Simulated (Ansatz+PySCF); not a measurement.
Values are calculated unless marked as measured or tabulated.
A run of PySCF 2.14.0 on triplet Si₂ at this shape:

```xyz
2

Si    0.0000    0.0000    1.1051
Si    0.0000    0.0000   -1.1051
```

Its results:

- Converged: yes
- Reference energy: -577.75815 hartree
- Correlation energy: -0.17753 hartree
- Total energy: -577.93568 hartree
- Spin squared of the determinant: 2.028

Q: Which input gives this output? Name the method, the orbitals and the basis set, and write the input.

A: UHF-MP2 in cc-pV(T+d)Z.

```python
from pyscf import gto, scf, mp

# the (T+d) and (D+d) sets load through basis_set_exchange
mol = gto.M(atom="""
Si 0.000000 0.000000 1.105050
Si 0.000000 0.000000 -1.105050
""", basis='cc-pv(t+d)z', charge=0, spin=2)
mf = scf.UHF(mol)
mf.kernel()
pt = mp.MP2(mf, frozen=10).run()
print(mf.e_tot, pt.e_corr, pt.e_tot)
```

This is not the lowest solution: another run reaches a determinant 0.59 eV lower.
